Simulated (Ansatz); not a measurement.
**BH3 (singlet): the correlation ladder, aug-cc-pVTZ**

Aim: climb from Hartree-Fock through coupled cluster for BH3 (singlet) at one geometry and basis, and see what each rung misses.

Method: aug-cc-pVTZ, core rule «outside noble gas», up to 1 orbitals frozen; program: Ansatz 0.2.0, Gaussian basis.

The runs, in order: UHF; CCSD(T) on RHF; BCCD(T) on RHF; CCSDT(Q) on RHF.

7 further runs of the same task are left out: 3 for a known fault of the program, 4 set aside as unsound or not needed.

## 1. The geometry

The geometry is a PBE0/def2-TZVPD stationary point (not a proven minimum) of the parent state, kept for this charge and spin.

4 atoms, charge 0, spin multiplicity 1.

Atoms are counted from 1 here; the program's logs count them from 0.

Bond lengths: B1–H2 1.216 Å, B1–H3 1.216 Å, B1–H4 1.216 Å. Angles: H2–B1–H3 120.0°, H2–B1–H4 120.0°, H3–B1–H4 120.0°.

## 2. UHF

in.yaml reads:

```yaml
crystal:
  periodic: [false, false, false]
  atoms:
    - {symbol: B, position_ang: [0.000000, 0.000000, 0.000000]}
    - {symbol: H, position_ang: [1.215774, 0.014597, 0.003233]}
    - {symbol: H, position_ang: [-0.620523, 1.045595, -0.003567]}
    - {symbol: H, position_ang: [-0.595251, -1.060192, 0.000333]}
basis:
  gaussian: {orbitals: aug-cc-pVTZ}
magnetization: {spin_polarized: true, initial_magnetization: 0}
hamiltonian: {xc: hf}
output: {orbitals: {seedname: orbitals}}
```

The run is started by

```sh
ansatz run in.yaml --threads 1 --pin off --events-out ev --progress --plain --max-ram 4096MiB --backend cpu
```

After this run come: CCSD(T) on RHF; BCCD(T) on RHF; CCSDT(Q) on RHF.

Q: Predict the results of all the runs planned. Wanted: RCCSDT(Q) below the RHF energy; RMP2 from RCCSDT(Q); RCCSD from RCCSDT(Q); RCCSD(T) from RCCSDT(Q); T1 diagnostic.

The runs gave:

| quantity | value |
| --- | --- |
| RCCSDT(Q) below the RHF energy | -3.7982 eV |
| RMP2 from RCCSDT(Q) | +676.6 meV |
| RCCSD from RCCSDT(Q) | +85.7 meV |
| RCCSD(T) from RCCSDT(Q) | +13.1 meV |
| levels within 1 kcal/mol (43 meV) | RCCSD(T), BCCD(T), RCCSDT |
| T1 diagnostic | 0.007 |

RCCSD(T) lands +13.1 meV from the yardstick (0.3 % of the correlation energy). These misses are within one basis, not against nature.
